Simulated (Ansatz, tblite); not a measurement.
**C2H7Al: chosen isomers compared**

Aim: relax some chosen isomers of C2H7Al, and see how the levels of theory order them.

Method: relaxed with r2SCAN-D4/def2-TZVP, singlet; program: Ansatz 0.2.0, Gaussian basis.

2 further runs of the same task are left out: 2 set aside as unsound or not needed.

## Step 1: The starting structure

10 atoms, charge 0, spin multiplicity 1.

Atoms are counted from 1 here; the program's logs count them from 0.

Bond lengths: Al1–C2 1.990 Å, Al1–C3 1.990 Å, Al1–H10 1.553 Å, C2–H4 1.097 Å, C2–H5 1.096 Å, C2–H6 1.097 Å, C3–H7 1.096 Å, C3–H8 1.096 Å, C3–H9 1.097 Å. Angles: C2–Al1–C3 128.0°, C2–Al1–H10 116.1°, C3–Al1–H10 115.9°, Al1–C2–H4 113.0°, Al1–C2–H5 113.3°, Al1–C2–H6 111.2°, H4–C2–H5 105.9°, H4–C2–H6 106.5°, H5–C2–H6 106.6°, Al1–C3–H7 113.3°, Al1–C3–H8 113.2°, Al1–C3–H9 111.0°, H7–C3–H8 105.8°, H7–C3–H9 106.5°, H8–C3–H9 106.6°.

The isomers as started, chosen beforehand: A: AlMe2H; B: AlH2Et. The structure above is A.

## Step 2: Relaxing candidate A

Contents of in.yaml:

```yaml
crystal:
  periodic: [false, false, false]
  atoms:
    - {symbol: Al, position_ang: [-0.328150, -0.559670, -0.003950]}
    - {symbol: C, position_ang: [1.655670, -0.712600, -0.001960]}
    - {symbol: C, position_ang: [-1.428840, 1.097750, 0.002520]}
    - {symbol: H, position_ang: [2.116600, -0.290830, 0.899490]}
    - {symbol: H, position_ang: [2.130080, -0.202200, -0.848360]}
    - {symbol: H, position_ang: [1.972350, -1.761810, -0.051500]}
    - {symbol: H, position_ang: [-1.312950, 1.697900, -0.907600]}
    - {symbol: H, position_ang: [-1.192160, 1.769420, 0.836240]}
    - {symbol: H, position_ang: [-2.496880, 0.860620, 0.084490]}
    - {symbol: H, position_ang: [-1.115730, -1.898580, -0.009390]}
basis:
  gaussian: {orbitals: def2-TZVP}
hamiltonian: {xc: r2scan, dispersion: d4}
scf: {lower_state_search: "off"}
output: {orbitals: {seedname: orbitals}}
relax: {f_tol: 0.02, max_steps: 100}
```

Launch:

```console
> ansatz run in.yaml --threads 2 --pin off --events-out ev --progress --plain --max-ram 4352MiB
```

The log of the run:

```text
Functional definition: r2SCAN
  name "r2SCAN"
  cite "Furness, Kaplan, Ning, Perdew & Sun, J. Phys. Chem. Lett. 11, 8208 (2020) doi:10.1021/acs.jpclett.0c02405"
  cite "Furness, Kaplan, Ning, Perdew & Sun, J. Phys. Chem. Lett. 11, 9248 (2020) doi:10.1021/acs.jpclett.0c03077"
  parent r2scan
  parameter k0 = 0.174
  parameter k1 = 0.065
  parameter a1 = 4.9479
  exchange = r2scan_x(k0 = k0, k1 = k1, a1 = a1)
  correlation = r2scan_c
these checks for a lower state are left out or cut short: stability, starts, cluster_reference, orbital_swaps, neighbouring_geometries, increment
927 factors; their error is unknown
mean field evaluation 1: about -8769.2839 eV, gradient 8.0e1 eV
mean field evaluation 2: about -8757.4883 eV, gradient 9.5e1 eV
mean field evaluation 4: about -8783.9766 eV, gradient 2.2e0 eV
mean field evaluation 8: about -8783.9765 eV, gradient 4.4e-2 eV
mean field evaluation 16: about -8783.9765 eV, gradient 8.6e-5 eV
mean field -8783.97652759 eV, -322.8051833956 hartree, gradient 3.2e-6 eV, S^2 0.000000; 0 other end points of the search recorded, 0 dependent functions left out
the calculation of the forces begins
reference -8783.97654082 eV, -322.8051838819 hartree; 16, 16 occupied and 125, 125 virtual orbitals, 927 factors
relax step   1: F+E_penalty+E_count = -8784.00962724 eV  Δ(F+E_penalty+E_count) = +0.000e0 eV  max|allowed force component| = 5.828e-1 eV/Å  Δτ_max = 0.0000 Å  (16 SCF iters, accepted)
these checks for a lower state are left out or cut short: stability, starts, cluster_reference, orbital_swaps, neighbouring_geometries, increment
927 factors; their error is unknown
mean field -8784.02578708 eV, -322.8069936485 hartree, gradient 3.5e-6 eV, S^2 0.000000; 0 other end points of the search recorded, 0 dependent functions left out
the calculation of the forces begins
reference -8784.02580036 eV, -322.8069941366 hartree; 16, 16 occupied and 125, 125 virtual orbitals, 927 factors
relax step   2: F+E_penalty+E_count = -8784.05935524 eV  Δ(F+E_penalty+E_count) = -4.973e-2 eV  max|allowed force component| = 3.311e-1 eV/Å  Δτ_max = 0.1042 Å  (18 SCF iters, accepted)
these checks for a lower state are left out or cut short: stability, starts, cluster_reference, orbital_swaps, neighbouring_geometries, increment
927 factors; their error is unknown
mean field evaluation 32: about -8784.0365 eV, gradient 2.3e-6 eV
mean field -8784.03652671 eV, -322.8073883229 hartree, gradient 3.5e-6 eV, S^2 0.000000; 0 other end points of the search recorded, 0 dependent functions left out
the calculation of the forces begins
reference -8784.03653998 eV, -322.8073888105 hartree; 16, 16 occupied and 125, 125 virtual orbitals, 927 factors
relax step   3: F+E_penalty+E_count = -8784.07032448 eV  Δ(F+E_penalty+E_count) = -1.097e-2 eV  max|allowed force component| = 8.342e-2 eV/Å  Δτ_max = 0.0638 Å  (18 SCF iters, accepted)
these checks for a lower state are left out or cut short: stability, starts, cluster_reference, orbital_swaps, neighbouring_geometries, increment
927 factors; their error is unknown
mean field -8784.03843954 eV, -322.8074586179 hartree, gradient 3.4e-6 eV, S^2 0.000000; 0 other end points of the search recorded, 0 dependent functions left out
the calculation of the forces begins
reference -8784.03845281 eV, -322.8074591056 hartree; 16, 16 occupied and 125, 125 virtual orbitals, 927 factors
relax step   4: F+E_penalty+E_count = -8784.07235680 eV  Δ(F+E_penalty+E_count) = -2.032e-3 eV  max|allowed force component| = 3.156e-2 eV/Å  Δτ_max = 0.0389 Å  (18 SCF iters, accepted)
these checks for a lower state are left out or cut short: stability, starts, cluster_reference, orbital_swaps, neighbouring_geometries, increment
927 factors; their error is unknown
mean field -8784.03865468 eV, -322.8074665242 hartree, gradient 3.5e-6 eV, S^2 0.000000; 0 other end points of the search recorded, 0 dependent functions left out
the calculation of the forces begins
reference -8784.03866796 eV, -322.8074670121 hartree; 16, 16 occupied and 125, 125 virtual orbitals, 927 factors
relax step   5: F+E_penalty+E_count = -8784.07256083 eV  Δ(F+E_penalty+E_count) = -2.040e-4 eV  max|allowed force component| = 1.549e-2 eV/Å  Δτ_max = 0.0101 Å  (19 SCF iters, accepted)
Total energy: -8784.07257411 eV, -322.8087130401 hartree
Atom 0 at    -0.385582    -0.657288    -0.002321 Å, force    -0.003230    -0.005705    -0.000474 eV/Å
Atom 1 at     1.568403    -0.663493    -0.001312 Å, force    -0.010301    -0.000807     0.000623 eV/Å
Atom 2 at    -1.343835     1.045571     0.005863 Å, force     0.004289    -0.009217    -0.000196 eV/Å
Atom 3 at     1.957771    -0.196455     0.911136 Å, force     0.000116    -0.000664     0.001973 eV/Å
Atom 4 at     1.966750    -0.068913    -0.831292 Å, force     0.000281     0.000425    -0.001278 eV/Å
Atom 5 at     2.005440    -1.662387    -0.069105 Å, force     0.000238     0.000060    -0.000688 eV/Å
Atom 6 at    -1.151199     1.601229    -0.919794 Å, force    -0.000613    -0.000536    -0.002003 eV/Å
Atom 7 at    -0.997582     1.694218     0.818254 Å, force     0.000237     0.000750     0.001183 eV/Å
Atom 8 at    -2.426929     0.940282     0.102132 Å, force    -0.000097     0.000199     0.000784 eV/Å
Atom 9 at    -1.193248    -2.032764    -0.013581 Å, force     0.009080     0.015494     0.000077 eV/Å
Dipole moment:     0.075823     0.129144     0.001022 e Å
Checks for a lower state left out: stability, starts, cluster_reference, orbital_swaps, neighbouring_geometries, increment
```

Run time: 11 s. Hardware: 2 threads of Arm Neoverse V1, shared host.

The steps of the relaxation:

| step | energy from step 1 (eV) | largest force component (eV/Å) |
| --- | --- | --- |
| 1 | 0.0000 | 0.5828 |
| 2 | -0.0497 | 0.3311 |
| 3 | -0.0607 | 0.0834 |
| 4 | -0.0627 | 0.0316 |
| 5 | -0.0629 | 0.0155 |

Close pairs (by a distance rule), those that changed most:

| bond | before (Å) | after (Å) | change (Å) |
| --- | --- | --- | --- |
| Al1–H10 | 1.553 | 1.595 | +0.042 |
| Al1–C2 | 1.990 | 1.954 | -0.036 |
| Al1–C3 | 1.990 | 1.954 | -0.036 |
| C3–H9 | 1.097 | 1.092 | -0.005 |
| C2–H6 | 1.097 | 1.092 | -0.005 |
| C3–H8 | 1.096 | 1.096 | -0.001 |
| C2–H5 | 1.096 | 1.096 | -0.000 |
| C3–H7 | 1.096 | 1.097 | +0.000 |

## Step 3: Relaxing candidate B

Contents of in.yaml:

```yaml
crystal:
  periodic: [false, false, false]
  atoms:
    - {symbol: Al, position_ang: [0.756200, 1.406100, 0.588900]}
    - {symbol: C, position_ang: [-0.242310, -0.324710, 0.559440]}
    - {symbol: C, position_ang: [-0.443160, -0.904980, -0.857560]}
    - {symbol: H, position_ang: [2.304710, 1.485140, 0.623190]}
    - {symbol: H, position_ang: [0.060050, 2.790960, 0.544630]}
    - {symbol: H, position_ang: [-1.236960, -0.220570, 1.025040]}
    - {symbol: H, position_ang: [0.275930, -1.089370, 1.163390]}
    - {symbol: H, position_ang: [-0.982620, -1.852180, -0.824760]}
    - {symbol: H, position_ang: [-1.009460, -0.212770, -1.480250]}
    - {symbol: H, position_ang: [0.517610, -1.077610, -1.342020]}
basis:
  gaussian: {orbitals: def2-TZVP}
hamiltonian: {xc: r2scan, dispersion: d4}
scf: {lower_state_search: "off"}
output: {orbitals: {seedname: orbitals}}
relax: {f_tol: 0.02, max_steps: 100}
```

Same command.

The log of the run, cut to the lines that bear on the results:

```text
Functional definition: r2SCAN
  name "r2SCAN"
  cite "Furness, Kaplan, Ning, Perdew & Sun, J. Phys. Chem. Lett. 11, 8208 (2020) doi:10.1021/acs.jpclett.0c02405"
  cite "Furness, Kaplan, Ning, Perdew & Sun, J. Phys. Chem. Lett. 11, 9248 (2020) doi:10.1021/acs.jpclett.0c03077"
  parent r2scan
[...]
927 factors; their error is unknown
[...]
mean field -8783.26112608 eV, -322.7788928753 hartree, gradient 4.3e-6 eV, S^2 0.000000; 0 other end points of the search recorded, 0 dependent functions left out
[...]
reference -8783.26114021 eV, -322.7788933944 hartree; 16, 16 occupied and 125, 125 virtual orbitals, 927 factors
relax step   1: F+E_penalty+E_count = -8783.29665710 eV  Δ(F+E_penalty+E_count) = +0.000e0 eV  max|allowed force component| = 7.545e-1 eV/Å  Δτ_max = 0.0000 Å  (16 SCF iters, accepted)
[...]
Atom 1 at    -0.257836    -0.324051     0.598837 Å, force     0.008709    -0.000368    -0.007395 eV/Å
Atom 2 at    -0.412432    -0.866524    -0.837718 Å, force    -0.002415    -0.008561    -0.002399 eV/Å
Atom 3 at     2.319772     1.362380     0.512460 Å, force    -0.005155    -0.001950    -0.002875 eV/Å
Atom 4 at    -0.035544     2.761142     0.538085 Å, force     0.001086     0.003957     0.000226 eV/Å
Atom 5 at    -1.248582    -0.198980     1.049252 Å, force     0.002055     0.004763    -0.001007 eV/Å
Atom 6 at     0.266972    -1.068323     1.209061 Å, force    -0.002166    -0.000910    -0.000939 eV/Å
Atom 7 at    -0.950054    -1.819706    -0.858331 Å, force     0.001173     0.002086     0.000773 eV/Å
Atom 8 at    -0.970134    -0.175183    -1.477698 Å, force     0.000512    -0.000390     0.002005 eV/Å
Atom 9 at     0.557524    -1.038747    -1.315084 Å, force    -0.001009     0.000065     0.002108 eV/Å
Dipole moment:    -0.094067    -0.159676     0.027313 e Å
Checks for a lower state left out: stability, starts, cluster_reference, orbital_swaps, neighbouring_geometries, increment
```

It took 16 s on 2 threads of Arm Neoverse V1, shared host.

Step by step:

| step | energy from step 1 (eV) | largest force component (eV/Å) |
| --- | --- | --- |
| 1 | 0.0000 | 0.7545 |
| 2 | -0.0535 | 0.2629 |
| 3 | -0.0571 | 0.0651 |
| 4 | -0.0577 | 0.0213 |
| 5 | -0.0582 | 0.0175 |
| 6 | -0.0582 | 0.0313 |
| 7 | -0.0583 | 0.0095 |

The force was under the threshold of 0.02 eV/Å already at step 5, but the program went on to step 7.

Distances of close pairs at the start and the end, largest changes first:

| bond | before (Å) | after (Å) | change (Å) |
| --- | --- | --- | --- |
| Al1–H4 | 1.551 | 1.591 | +0.040 |
| Al1–H5 | 1.551 | 1.590 | +0.040 |
| Al1–C2 | 1.998 | 1.960 | -0.039 |
| C2–H6 | 1.103 | 1.095 | -0.008 |
| C2–H7 | 1.104 | 1.096 | -0.007 |
| C3–H9 | 1.090 | 1.095 | +0.005 |
| C3–H10 | 1.090 | 1.095 | +0.005 |
| C3–H8 | 1.091 | 1.095 | +0.004 |

## Step 4: The relaxed candidates

| candidate | point group | bonds (count, mean Å) | energy above the lowest (kJ/mol) |
| --- | --- | --- | --- |
| A | C2 | Al–C 2, 1.95; C–H 6, 1.09; Al–H 1, 1.60 | 0.0 |
| B | C1 | Al–C 1, 1.96; C–C 1, 1.54; C–H 5, 1.10; Al–H 2, 1.59 | 69.2 |

## Step 5: Candidate B, first pass, PBE0-D4/def2-SVP

start.molden holds the orbitals of an earlier run on this state, given as this run's starting guess.

Contents of in.yaml:

```yaml
crystal:
  periodic: [false, false, false]
  atoms:
    - {symbol: Al, position_ang: [0.730302, 1.368001, 0.581138]}
    - {symbol: C, position_ang: [-0.257836, -0.324051, 0.598837]}
    - {symbol: C, position_ang: [-0.412432, -0.866524, -0.837718]}
    - {symbol: H, position_ang: [2.319772, 1.362380, 0.512460]}
    - {symbol: H, position_ang: [-0.035544, 2.761142, 0.538085]}
    - {symbol: H, position_ang: [-1.248582, -0.198980, 1.049252]}
    - {symbol: H, position_ang: [0.266972, -1.068323, 1.209061]}
    - {symbol: H, position_ang: [-0.950054, -1.819706, -0.858331]}
    - {symbol: H, position_ang: [-0.970134, -0.175183, -1.477698]}
    - {symbol: H, position_ang: [0.557524, -1.038747, -1.315084]}
basis:
  gaussian: {orbitals: def2-SVP, initial_orbitals: start.molden}
hamiltonian: {xc: pbe0, dispersion: d4}
output: {orbitals: {seedname: orbitals}}
```

Launched as before.

The log of the run:

```text
Functional definition: PBE0
  name "PBE0"
  cite "Adamo & Barone, J. Chem. Phys. 110, 6158 (1999) doi:10.1063/1.478522"
  cite "Perdew, Burke & Ernzerhof, Phys. Rev. Lett. 77, 3865 (1996) doi:10.1103/PhysRevLett.77.3865"
  parent pbe
  parameter a = 0.25
  parameter kappa = 0.804
  parameter beta = 0.06672455060314922
  exchange = (1 - a)*pbe_x(kappa = kappa, mu = beta*pi^2/3) + a*exact_x
  correlation = pbe_c(beta = beta)
948 factors; their error is unknown
mean field evaluation 1: about -8774.8162 eV, gradient 4.9e0 eV
mean field evaluation 2: about -8774.8872 eV, gradient 5.1e-2 eV
mean field evaluation 4: about -8774.9826 eV, gradient 9.3e-5 eV
mean field evaluation 8: about -8768.9400 eV, gradient 4.8e1 eV
mean field evaluation 16: about -8774.9826 eV, gradient 1.2e-2 eV
mean field -8774.98260923 eV, -322.4746629924 hartree, gradient 2.6e-5 eV, S^2 0.000000; 1 other end points of the search recorded, 0 dependent functions left out
reference -8774.98263865 eV, -322.4746640733 hartree; 16, 16 occupied and 65, 65 virtual orbitals, 948 factors
Total energy: -8775.10585676 eV, -322.4791922555 hartree
```

Run time: 1.4 s. Hardware: 2 threads of Arm Neoverse V1, shared host.

Report: HOMO -7.53 eV, LUMO -1.30 eV.

## Step 6: Candidate B, GFN1-xTB

Tight binding, by tblite at 300 K electronic temperature and without a spin-polarisation term:

```python
tblite.interface.Calculator('GFN1-xTB', numbers, positions, charge=0, uhf=0).singlepoint()
```

Energy -251.8163 eV, HOMO -11.13 eV, LUMO -5.62 eV; 0.005 s.

## Step 7: Candidate B, GFN2-xTB

Tight binding, by tblite at 300 K electronic temperature and without a spin-polarisation term:

```python
tblite.interface.Calculator('GFN2-xTB', numbers, positions, charge=0, uhf=0).singlepoint()
```

Energy -241.8988 eV, HOMO -10.25 eV, LUMO -5.89 eV; 0.003 s.

## Step 8: Candidate B, PBE0-D4/def2-TZVP

in.yaml, as its differences from that of step 5:

```diff
@@ -14,4 +14,5 @@
 basis:
-  gaussian: {orbitals: def2-SVP, initial_orbitals: start.molden}
+  gaussian: {orbitals: def2-TZVP, initial_orbitals: start.molden}
 hamiltonian: {xc: pbe0, dispersion: d4}
+scf: {omitted_lower_state_checks: [starts]}
 output: {orbitals: {seedname: orbitals}}
```

The command is unchanged.

The log of the run:

```text
Functional definition: PBE0
  name "PBE0"
  cite "Adamo & Barone, J. Chem. Phys. 110, 6158 (1999) doi:10.1063/1.478522"
  cite "Perdew, Burke & Ernzerhof, Phys. Rev. Lett. 77, 3865 (1996) doi:10.1103/PhysRevLett.77.3865"
  parent pbe
  parameter a = 0.25
  parameter kappa = 0.804
  parameter beta = 0.06672455060314922
  exchange = (1 - a)*pbe_x(kappa = kappa, mu = beta*pi^2/3) + a*exact_x
  correlation = pbe_c(beta = beta)
these checks for a lower state are left out or cut short: starts
947 factors; their error is unknown
mean field evaluation 1: about -8778.2117 eV, gradient 8.2e1 eV
mean field evaluation 2: about -8779.6165 eV, gradient 1.5e0 eV
mean field evaluation 4: about -8779.6225 eV, gradient 3.5e-1 eV
mean field evaluation 8: about -8779.6226 eV, gradient 2.1e-5 eV
mean field -8779.62264456 eV, -322.6451811456 hartree, gradient 2.1e-5 eV, S^2 0.000000; 0 other end points of the search recorded, 0 dependent functions left out
reference -8779.62268007 eV, -322.6451824504 hartree; 16, 16 occupied and 125, 125 virtual orbitals, 947 factors
Total energy: -8779.74589818 eV, -322.6497106325 hartree
Checks for a lower state left out: starts
```

Run time: 1.9 s. Hardware: 2 threads of Arm Neoverse V1, shared host.

HOMO -7.53 eV, LUMO -1.33 eV.

## Step 9: Candidate B, PBE-D4/def2-TZVP

in.yaml, as its differences from that of step 8:

```diff
@@ -15,4 +15,4 @@
   gaussian: {orbitals: def2-TZVP, initial_orbitals: start.molden}
-hamiltonian: {xc: pbe0, dispersion: d4}
+hamiltonian: {xc: pbe, dispersion: d4}
 scf: {omitted_lower_state_checks: [starts]}
-output: {orbitals: {seedname: orbitals}}
+output: {forces: true, orbitals: {seedname: orbitals}}
```

Same command.

The log of the run, cut to the lines that bear on the results:

```text
Functional definition: PBE
  name "PBE"
  cite "Perdew, Burke & Ernzerhof, Phys. Rev. Lett. 77, 3865 (1996) doi:10.1103/PhysRevLett.77.3865"
  parent pbe
[...]
927 factors; their error is unknown
[...]
mean field -8778.43996298 eV, -322.6017183994 hartree, gradient 1.0e-5 eV, S^2 0.000000; 0 other end points of the search recorded, 0 dependent functions left out
[...]
reference -8778.44001104 eV, -322.6017201652 hartree; 16, 16 occupied and 125, 125 virtual orbitals, 927 factors
Total energy: -8778.58715308 eV, -322.6071275357 hartree
Atom 0 at     0.730302     1.368001     0.581138 Å, force     0.006103     0.019301     0.031360 eV/Å
Atom 1 at    -0.257836    -0.324051     0.598837 Å, force    -0.002710    -0.041826    -0.129753 eV/Å
Atom 2 at    -0.412432    -0.866524    -0.837718 Å, force     0.024496     0.066877     0.132790 eV/Å
Atom 3 at     2.319772     1.362380     0.512460 Å, force     0.137843     0.000232    -0.010026 eV/Å
Atom 4 at    -0.035544     2.761142     0.538085 Å, force    -0.065775     0.130514    -0.004992 eV/Å
Atom 5 at    -1.248582    -0.198980     1.049252 Å, force    -0.183329     0.052444     0.098508 eV/Å
Atom 6 at     0.266972    -1.068323     1.209061 Å, force     0.113622    -0.125814     0.129898 eV/Å
Atom 7 at    -0.950054    -1.819706    -0.858331 Å, force    -0.111880    -0.198518    -0.003423 eV/Å
Atom 8 at    -0.970134    -0.175183    -1.477698 Å, force    -0.114404     0.135776    -0.138605 eV/Å
Atom 9 at     0.557524    -1.038747    -1.315084 Å, force     0.196035    -0.038985    -0.105756 eV/Å
Dipole moment:    -0.095696    -0.163036     0.023277 e Å
Checks for a lower state left out: starts
```

Run time: 1.9 s. Hardware: 2 threads of Arm Neoverse V1, shared host.

HOMO -6.29 eV, LUMO -2.10 eV.

## Step 10: Candidate B, r2SCAN-D4/def2-TZVP

in.yaml, as its differences from that of step 9:

```diff
@@ -15,4 +15,4 @@
   gaussian: {orbitals: def2-TZVP, initial_orbitals: start.molden}
-hamiltonian: {xc: pbe, dispersion: d4}
+hamiltonian: {xc: r2scan, dispersion: d4}
 scf: {omitted_lower_state_checks: [starts]}
-output: {forces: true, orbitals: {seedname: orbitals}}
+output: {orbitals: {seedname: orbitals}}
```

The command is unchanged.

The log of the run:

```text
Functional definition: r2SCAN
  name "r2SCAN"
  cite "Furness, Kaplan, Ning, Perdew & Sun, J. Phys. Chem. Lett. 11, 8208 (2020) doi:10.1021/acs.jpclett.0c02405"
  cite "Furness, Kaplan, Ning, Perdew & Sun, J. Phys. Chem. Lett. 11, 9248 (2020) doi:10.1021/acs.jpclett.0c03077"
  parent r2scan
  parameter k0 = 0.174
  parameter k1 = 0.065
  parameter a1 = 4.9479
  exchange = r2scan_x(k0 = k0, k1 = k1, a1 = a1)
  correlation = r2scan_c
these checks for a lower state are left out or cut short: starts
927 factors; their error is unknown
mean field evaluation 1: about -8783.3174 eV, gradient 4.9e0 eV
mean field evaluation 2: about -8783.3418 eV, gradient 2.7e-2 eV
mean field evaluation 4: about -8783.3192 eV, gradient 1.8e-4 eV
mean field -8783.31916528 eV, -322.7810257765 hartree, gradient 9.2e-6 eV, S^2 0.000000; 0 other end points of the search recorded, 0 dependent functions left out
reference -8783.31917930 eV, -322.7810262918 hartree; 16, 16 occupied and 125, 125 virtual orbitals, 927 factors
Total energy: -8783.35502568 eV, -322.7823436220 hartree
Checks for a lower state left out: starts
```

Wall time 3 s (2 threads of Arm Neoverse V1, shared host).

HOMO -6.54 eV, LUMO -1.75 eV.

## Step 11: Candidate B, r2SCANh-D4/def2-TZVP

in.yaml, as its differences from that of step 10:

```diff
@@ -15,3 +15,3 @@
   gaussian: {orbitals: def2-TZVP, initial_orbitals: start.molden}
-hamiltonian: {xc: r2scan, dispersion: d4}
+hamiltonian: {xc: {name: r2SCANh}, dispersion: d4}
 scf: {omitted_lower_state_checks: [starts]}
```

The command is unchanged.

The log of the run, cut to the lines that bear on the results:

```text
Functional definition: r2SCANh
  name "r2SCANh"
  cite "Bursch, Neugebauer, Ehlert & Grimme, J. Chem. Phys. 156, 134105 (2022) doi:10.1063/5.0086040"
  cite "Furness, Kaplan, Ning, Perdew & Sun, J. Phys. Chem. Lett. 11, 8208 (2020) doi:10.1021/acs.jpclett.0c02405"
  cite "Furness, Kaplan, Ning, Perdew & Sun, J. Phys. Chem. Lett. 11, 9248 (2020) doi:10.1021/acs.jpclett.0c03077"
  parent r2scan
[...]
927 factors; their error is unknown
[...]
mean field -8783.21456510 eV, -322.7771817908 hartree, gradient 2.4e-5 eV, S^2 0.000000; 0 other end points of the search recorded, 0 dependent functions left out
reference -8783.21457799 eV, -322.7771822644 hartree; 16, 16 occupied and 125, 125 virtual orbitals, 927 factors
Total energy: -8783.25240985 eV, -322.7785725595 hartree
Checks for a lower state left out: starts
```

Run time: 3.1 s. Hardware: 2 threads of Arm Neoverse V1, shared host.

From the report: HOMO -7.00 eV, LUMO -1.50 eV.

[end of part 1 of 2]
